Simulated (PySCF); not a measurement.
# CN at ROHF-SCS-MP2

Computed with ROHF-SCS-MP2; C pcseg-1, N pcseg-1; no relativity (PySCF 2.14).

```
state                          : ²Σ⁺ (doublet), unpaired electrons σ ↑
bond length                    : 1.196 Å
harmonic wavenumber            : 1848 cm⁻¹
force constant                 : 13.0 mdyn/Å
rotational constant Be         : 1.822 cm⁻¹
anharmonicity ωexe             : 24.0 cm⁻¹
vibration–rotation constant αe : 0.0269 cm⁻¹
well depth De to C + N         : 168.4 kcal/mol
dissociation energy D0         : 165.7 kcal/mol
```

Correlated steps freeze 2 core orbitals. Correlated levels converge slowly with the basis: in double zeta they bind strong bonds too weakly, by up to about 1 eV, and carry superposition errors of some tenths. The state is the lowest determinant that a PBE0 search found; another state may lie lower at other levels.
